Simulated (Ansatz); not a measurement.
**C3H5Cl: a line through the functionals**

C3H5Cl has 9 atoms, charge 0, and is taken as a singlet. As SMILES, `C/C=C/Cl`. Geometry: relaxed at PBE0-D4/def2-TZVP.

The HOMO–LUMO gap y, in eV, basis cc-pVDZ; a is the functional's share of exact exchange. Programs: Ansatz 0.2.0.

| functional | program | a | y (eV) |
| --- | --- | --- | --- |
| r2SCAN | Ansatz | 0 | 5.56 |
| revPBE | Ansatz | 0 | 5.17 |
| B3LYP | Ansatz | 0.2 | 6.90 |
| PBE0 | Ansatz | 0.25 | ? |
| r2SCAN0 | Ansatz | 0.25 | 7.60 |
| BHLYP | Ansatz | 0.5 | 9.56 |

Problem. Fit y = c + s·a to the known rows and predict PBE0.

Solution. 
1. Means of the 5 rows: a = 0.1900, y = 6.958.
2. Σ(Δa)² = 0.172, Σ(Δa·Δy) = 1.4499, so the slope is 1.4499/0.172 = 8.4297.
3. Intercept: 6.958 − (8.4297) × 0.1900 = 5.356. The largest residual of the fit is 0.20.
4. PBE0: 5.356 + (8.4297) × 0.25 = 7.46 eV.

The run gave 7.35 eV, so the prediction is off by +0.11 eV, within the scatter of the fit. Exact exchange lowers occupied levels and raises empty ones. The rows mix families of semi-local functionals, which the line can't see.
